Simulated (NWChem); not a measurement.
## Correlation energy of HLi

```xyz
2

Li     0.0000     0.0000     0.3994
H      0.0000     0.0000    -1.1982
```
Charge 0, spin multiplicity 1.

The numbers come from NWChem runs, not from measurements. All single points use one geometry, from PBE0/def2-SVP, a minimum by its harmonic frequencies.

Basis set: def2-TZVP. Each correlation energy counts from its own Hartree-Fock reference.

The correlated methods freeze no orbitals. The structure started from a generated list of species. Coupled-cluster values serve here as a point of comparison, not as the truth.

| method | correlation energy (mHa) |
|---|---|
| MP2 | ___ |
| SCS-MP2 | ___ |
| CR-CCSD[T] | -62.9 |
| CR-CCSD(T) | -62.9 |
| CCSD | -62.9 |
| CCSD+T(CCSD) | -62.9 |
| CCSD(T) | -62.9 |
| CCSDT | -63.0 |

Question: Fill in the missing entries.

Answer: 
- MP2, correlation energy (mHa): -51.5
- SCS-MP2, correlation energy (mHa): -61.4
